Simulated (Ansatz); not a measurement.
Reaction (SMILES): N (NH3) + H+ → [NH4+]
B3LYP-D3(BJ)/def2-TZVP geometries, fixed; electronic energies without zero-point terms; positive where energy is released.

Basis-set convergence of the proton affinity at PBE with Ansatz (a first-principles code). Cartesian d functions, on some or all atoms, in 6-31+G*; all else is spherical. The program fits the integrals of some runs and decomposes those of others, by size. No added dispersion term, no relativity. Functions are those of the species that has most. Reference: the value in aug-pcseg-3, 210.82 kcal/mol, itself unsure by roughly 0.02 kcal/mol (its mean distance from aug-cc-pVQZ, def2-QZVPPD, pcseg-3). Deviations are taken from unrounded values.

```csv
basis,functions
6-31+G*,27
cc-pVDZ,34
6-311+G**,46
aug-cc-pVDZ,59
"6-311++G(2d,2p)",67
cc-pVTZ,86
jun-cc-pV(T+d)Z,95
"6-311++G(3df,3pd)",111
aug-cc-pVTZ,138
cc-pVQZ,175
aug-cc-pVQZ,264
```

Question: Which is the smallest set listed that can be trusted to 0.5 kcal/mol here, that is, within that of the reference together with its larger relatives (same family, alike in diffuse functions; a set with none to test it counts only in the reference's own line)?

Answer: The smallest set listed that lies within 0.5 kcal/mol of the reference with all its larger relatives (same family, alike in diffuse functions; a set with none counts only in the reference's own line) is 6-311++G(2d,2p) (67 functions, 0.14 kcal/mol off). Value minus reference: 6-31+G* 0.86, cc-pVDZ 6.21, 6-311+G** 0.83, aug-cc-pVDZ -1.04, 6-311++G(2d,2p) 0.14, cc-pVTZ 2.73, jun-cc-pV(T+d)Z -0.05, 6-311++G(3df,3pd) -0.24, aug-cc-pVTZ -0.11, cc-pVQZ 1.21, aug-cc-pVQZ -0.01 kcal/mol.
